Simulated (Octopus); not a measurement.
# SiH4 (silane): a chain of runs, part 3 of 3

Octopus 16.4. Earlier steps stand in the parts before.

## Step 4: Energy and gradient at PZ81 LDA (scalar, in the pseudopotentials, hscv_lda potentials, box margin 4 angstrom, extra states 0, grid spacing 0.15 angstrom, mix field default) (run 6)

geometry.xyz reads:

```xyz
5

Si     0.000000     0.000000    -0.000100
H      0.967600    -0.688400     0.890900
H     -1.331000     0.044900     0.656000
H     -0.105100    -0.740300    -1.282600
H      0.468500     1.383800    -0.264200
```

Command:

```
$ OMP_NUM_THREADS=1 octopus > gs.log
```

The log of the run:

```text
Version                : 16.4
************************** Calculation Mode **************************
Input: [CalculationMode = gs]
Input: [SpinComponents = unpolarized]
******************************* Space ********************************
Octopus will run in 3 dimension(s).
Octopus will treat the system as periodic in 0 dimension(s).
Input: [AllElectronType = no]
Input: [PseudopotentialSet = hscv_lda]
Reading Coordinates from geometry.xyz
****************************** Species *******************************
** Warning:
**   Eigenstate for l =  1 is not normalized
**   (abs(1 - norm) =     0.000225)
** Warning:
**   Eigenstate for l =  2 is not normalized
**   (abs(1 - norm) =     0.024456)
  Species 'Si'
    type             : pseudopotential
    file format      : QSO
    valence charge   : 4.0
    atomic number    :  14
    form on file     : semilocal
    orbital origin   : from file
    lmax             : 2
    llocal           : 2
    projectors per l : 1
    total projectors : 2
    application form : kleinman-bylander
    orbitals         :  2
    bound orbitals   :  2
** Warning:
**   Eigenstate for l =  0 is not normalized
**   (abs(1 - norm) =     0.028018)
  Species 'H'
    type             : pseudopotential
    file format      : QSO
    valence charge   : 1.0
    atomic number    :   1
    form on file     : semilocal
    orbital origin   : from file
    lmax             : 0
    llocal           : 0
    projectors per l : 1
    total projectors : 0
    application form : local
    orbitals         :  1
    bound orbitals   :  1
***************************** Symmetries *****************************
Symmetry elements : (sigma)
Symmetry group    : Cs
Input: [CurvMethod = curv_affine]
Input: [DerivativesStencil = stencil_star]
Input: [SmearingFunction = semiconducting]
Input: [SymmetrizeDensity = no]
******************************* States *******************************
Total electronic charge  =        8.000
Number of states         =        4
States block-size        =        4
************************** Parallelization ***************************
Info: Octopus will run in *serial*
******************************** Grid ********************************
Simulation Box:
  Type = minimum
  Radius  [A] =   4.000
Main mesh:
  Spacing [A] = ( 0.150, 0.150, 0.150)    volume/point [A^3] =      0.00337
  # inner mesh =     155482
  # total mesh =     264994
  Grid Cutoff [eV] =  1671.245006    Grid Cutoff [Ry] =   122.834253
Input: [StatesPack = yes]
Input: [StatesOrthogonalization = cholesky_serial]
**************************** Theory Level ****************************
Input: [TheoryLevel = kohn_sham]
Exchange-correlation:
  Exchange
    Slater exchange (LDA)
  Correlation
    Perdew & Zunger (Modified) (LDA)
****************************** Hartree *******************************
Input: [DressedOrbitals = no]
The chosen Poisson solver is 'interpolating scaling functions'
Input: [FilterPotentials = filter_TS]
Info: Pseudopotential for Si
  Radii for localized parts:
    local part     =  1.1 A
    non-local part =  1.3 A
    orbitals       =  5.0 A
Info: Pseudopotential for H
  Radii for localized parts:
    local part     =  1.0 A
    non-local part =  0.0 A
    orbitals       =  1.9 A
Input: [RelativisticCorrection = non_relativistic]
Input: [DFTULevel = dft_u_none]
Input: [MagneticConstrain = 0]
****************** Approximate memory requirements *******************
Mesh
  global  :       2.0 MiB
  local   :       8.1 MiB
  total   :      10.1 MiB
States
  real    :       8.1 MiB (par_kpoints + par_states + par_domains)
  complex :      16.2 MiB (par_kpoints + par_states + par_domains)
Info: Generating external potential
      done.
Input: [InteractionTiming = timing_exact]
Info: Octopus initialization completed.
Info: Starting calculation mode.
Info: Allocating ground state wave-functions
      Block       1 contains       4 states:       1 -       4
Info: Ground-state allocation done.
Info: Could not find 'restart/gs' directory for restart.
Info: No restart information will be read.
** Warning:
**   Unable to read wavefunctions.
**   Starting from scratch!
**************************** Eigensolver *****************************
Input: [Eigensolver = cg]
Input: [Preconditioner = pre_filter]
Input: [PreconditionerFilterFactor = 0.5000]
Input: [SubspaceDiagonalization = standard]
Input: [MixField = potential] (what to mix during SCF cycles)
Input: [MixingScheme = broyden]
Info: Mixing uses    4 steps and restarts after   20 steps.
Input: [LCAOStart = lcao_states]
Input: [LCAOScaleFactor = 1.000]
Input: [LCAOMaximumOrbitalRadius = 10.58 A]
Info: Double-precision storage for     2 extra orbitals will be allocated.
Info: Unnormalized total charge =      5.776002
Info: Renormalized total charge =      8.000000
Info: Setting up Hamiltonian.
Info: Performing initial LCAO calculation with      6 orbitals.
Info: Getting Hamiltonian matrix elements.
Eigenvalues [eV]
 #st  Spin   Eigenvalue      Occupation
   1   --   -14.679354       2.000000
   2   --    -1.704965       2.000000
   3   --    -1.685376       2.000000
   4   --    -1.616193       2.000000
Info: Ground-state restart information will be written to 'restart/gs'.
Info: SCF using real wavefunctions.
Info: Starting SCF iteration.
*********************** SCF CYCLE ITER #    1 ************************
 etot  = -1.58823259E+02 abs_ev   =  4.37E+01 rel_ev   =  5.26E-01
 ediff =        5.84E+00 abs_dens =  1.84E+00 rel_dens =  2.31E-01
Converged eigenvectors: 0
#  State  Eigenvalue [eV]  Occupation    Error
      1      -15.527860    2.000000   ( 9.9E-02)
      2       -8.681868    2.000000   ( 5.3E-01)
      3       -8.673879    2.000000   ( 5.3E-01)
      4       -8.671578    2.000000   ( 5.4E-01)
                                                                     ^
*********************** SCF CYCLE ITER #    2 ************************
 etot  = -1.92230905E+02 abs_ev   =  1.03E+01 rel_ev   =  1.10E-01
 ediff =        1.23E+00 abs_dens =  2.28E+00 rel_dens =  2.85E-01
Converged eigenvectors: 0
#  State  Eigenvalue [eV]  Occupation    Error
      1      -15.949176    2.000000   ( 1.8E-02)
      2      -10.254342    2.000000   ( 9.8E-02)
      3      -10.250967    2.000000   ( 9.7E-02)
      4      -10.250378    2.000000   ( 9.3E-02)
                                                                     ^
[eigenvalue tables of the cycles between left out]
*********************** SCF CYCLE ITER #    3 ************************
 etot  = -1.94854397E+02 abs_ev   =  1.43E+00 rel_ev   =  1.55E-02
 ediff =        9.64E-02 abs_dens =  6.44E-01 rel_dens =  8.04E-02
*********************** SCF CYCLE ITER #    4 ************************
 etot  = -1.90442376E+02 abs_ev   =  2.45E+00 rel_ev   =  2.73E-02
 ediff =        1.62E-01 abs_dens =  1.47E-01 rel_dens =  1.84E-02
*********************** SCF CYCLE ITER #    5 ************************
 etot  = -1.65782494E+02 abs_ev   =  1.47E+01 rel_ev   =  1.97E-01
 ediff =        9.06E-01 abs_dens =  8.97E-01 rel_dens =  1.12E-01
*********************** SCF CYCLE ITER #    6 ************************
 etot  = -1.57267429E+02 abs_ev   =  3.45E+00 rel_ev   =  4.83E-02
 ediff =        3.13E-01 abs_dens =  4.00E-01 rel_dens =  4.99E-02
*********************** SCF CYCLE ITER #    7 ************************
 etot  = -1.53005658E+02 abs_ev   =  1.83E+00 rel_ev   =  2.63E-02
 ediff =        1.57E-01 abs_dens =  2.24E-01 rel_dens =  2.80E-02
*********************** SCF CYCLE ITER #    8 ************************
 etot  = -1.64939099E+02 abs_ev   =  7.02E+00 rel_ev   =  9.17E-02
 ediff =        4.39E-01 abs_dens =  6.16E-01 rel_dens =  7.71E-02
*********************** SCF CYCLE ITER #    9 ************************
 etot  = -1.69213589E+02 abs_ev   =  1.49E+00 rel_ev   =  1.91E-02
 ediff =        1.57E-01 abs_dens =  2.44E-01 rel_dens =  3.05E-02
*********************** SCF CYCLE ITER #   10 ************************
 etot  = -1.68478271E+02 abs_ev   =  5.68E-01 rel_ev   =  7.33E-03
 ediff =        2.70E-02 abs_dens =  3.30E-02 rel_dens =  4.12E-03
*********************** SCF CYCLE ITER #   11 ************************
 etot  = -1.69498886E+02 abs_ev   =  5.83E-01 rel_ev   =  7.46E-03
 ediff =        3.75E-02 abs_dens =  3.75E-02 rel_dens =  4.69E-03
*********************** SCF CYCLE ITER #   12 ************************
 etot  = -1.69829764E+02 abs_ev   =  1.65E-01 rel_ev   =  2.11E-03
 ediff =        1.22E-02 abs_dens =  1.19E-02 rel_dens =  1.48E-03
*********************** SCF CYCLE ITER #   13 ************************
 etot  = -1.70023866E+02 abs_ev   =  9.88E-02 rel_ev   =  1.26E-03
 ediff =        7.13E-03 abs_dens =  7.68E-03 rel_dens =  9.60E-04
*********************** SCF CYCLE ITER #   14 ************************
 etot  = -1.69931008E+02 abs_ev   =  6.48E-02 rel_ev   =  8.28E-04
 ediff =        3.41E-03 abs_dens =  2.58E-03 rel_dens =  3.23E-04
*********************** SCF CYCLE ITER #   15 ************************
 etot  = -1.69921683E+02 abs_ev   =  3.79E-03 rel_ev   =  4.85E-05
 ediff =        3.43E-04 abs_dens =  3.68E-04 rel_dens =  4.60E-05
*********************** SCF CYCLE ITER #   16 ************************
 etot  = -1.69926615E+02 abs_ev   =  2.71E-03 rel_ev   =  3.46E-05
 ediff =        1.81E-04 abs_dens =  1.78E-04 rel_dens =  2.23E-05
*********************** SCF CYCLE ITER #   17 ************************
 etot  = -1.69924656E+02 abs_ev   =  1.09E-03 rel_ev   =  1.39E-05
 ediff =        7.20E-05 abs_dens =  1.01E-04 rel_dens =  1.27E-05
*********************** SCF CYCLE ITER #   18 ************************
 etot  = -1.69926449E+02 abs_ev   =  1.14E-03 rel_ev   =  1.46E-05
 ediff =        6.59E-05 abs_dens =  5.33E-05 rel_dens =  6.66E-06
*********************** SCF CYCLE ITER #   19 ************************
 etot  = -1.69926215E+02 abs_ev   =  3.69E-04 rel_ev   =  4.71E-06
 ediff =        8.62E-06 abs_dens =  2.22E-05 rel_dens =  2.77E-06
*********************** SCF CYCLE ITER #   20 ************************
 etot  = -1.69925627E+02 abs_ev   =  3.93E-04 rel_ev   =  5.02E-06
 ediff =        2.16E-05 abs_dens =  1.31E-05 rel_dens =  1.64E-06
*********************** SCF CYCLE ITER #   21 ************************
 etot  = -1.69925535E+02 abs_ev   =  4.76E-05 rel_ev   =  6.08E-07
 ediff =        3.39E-06 abs_dens =  7.10E-06 rel_dens =  8.88E-07
Converged eigenvectors: 0
#  State  Eigenvalue [eV]  Occupation    Error
      1      -13.567821    2.000000   ( 1.5E-06)
      2       -8.523507    2.000000   ( 8.1E-07)
      3       -8.523104    2.000000   ( 1.1E-06)
      4       -8.522627    2.000000   ( 2.1E-06)
                                                                     ^
*********************** SCF CYCLE ITER #   22 ************************
 etot  = -1.69925528E+02 abs_ev   =  1.06E-06 rel_ev   =  1.36E-08
 ediff =        2.55E-07 abs_dens =  9.32E-07 rel_dens =  1.17E-07
Converged eigenvectors: 0
#  State  Eigenvalue [eV]  Occupation    Error
      1      -13.567821    2.000000   ( 2.4E-07)
      2       -8.523506    2.000000   ( 4.0E-07)
      3       -8.523104    2.000000   ( 3.4E-07)
      4       -8.522628    2.000000   ( 1.1E-07)
                                                                     ^
Info: SCF converged in   22 iterations
** Warning:
**   Some of the states are not fully converged!
Info: Number of matrix-vector products:       1026
Octopus emitted 5 warnings.
```

Wall time 16 s (1 thread of Arm Neoverse V1, shared host); peak memory 0.15 GiB.

## Step 5: Overview of the runs

```csv
run,level,stencil order,sweep point,energy (Eh),dipole moment (D),HOMO energy (eV),largest force (eV/Å),wall time
3,"PZ81 LDA (scalar, in the pseudopotentials, hscv_lda potentials, box margin 4 angstrom, extra states 0, grid spacing 0.150022 angstrom, mix field default)",3,3,-6.245491,0.00,-8.52,0.006,11 s
4,"PZ81 LDA (scalar, in the pseudopotentials, hscv_lda potentials, box margin 4 angstrom, extra states 0, grid spacing 0.150022 angstrom, mix field default)",4,4,-6.244953,0.00,-8.52,0.003,11 s
5,"PZ81 LDA (scalar, in the pseudopotentials, hscv_lda potentials, box margin 4 angstrom, extra states 0, grid spacing 0.15 angstrom, mix field default)",6,5,-6.244705,0.00,-8.52,0.002,14 s
6,"PZ81 LDA (scalar, in the pseudopotentials, hscv_lda potentials, box margin 4 angstrom, extra states 0, grid spacing 0.15 angstrom, mix field default)",8,6,-6.244648,0.00,-8.52,0.002,16 s
```

Convergence of the total energy of singlet SiH4 with the stencil order, against the last point:

```csv
stencil order,from the last (mEh),wall time
3,-0.843,11 s
4,-0.305,11 s
6,-0.056,14 s
8,+0.000,16 s
```

Convergence of the HOMO energy of singlet SiH4 with the stencil order, against the last point:

```csv
stencil order,from the last (eV),wall time
3,-0.0015,11 s
4,-0.0006,11 s
6,-0.0001,14 s
8,+0.0000,16 s
```

## Step 6: What came out

This closing draws on all 3 parts.

| quantity | value |
| --- | --- |
| run 6, PZ81 LDA: total energy | -6.24465 Eh |
| run 6, PZ81 LDA: dipole moment | 0.00 D |
| run 6, PZ81 LDA: HOMO energy | -8.52 eV |
| run 6, PZ81 LDA: largest force on an atom | 0.002 eV/Å |

What this shows: For the total energy of singlet SiH4 to stay within 0.5 mEh of the last point, 4 is the first point of the series from which all later ones do (11 s against 16 s). For the HOMO energy of singlet SiH4 to stay within 0.001 eV of the last point, 4 is the first point of the series from which all later ones do (11 s against 16 s). Over the runs the total energy spans 0.023 eV. All runs together took 52 s, the longest 16 s.
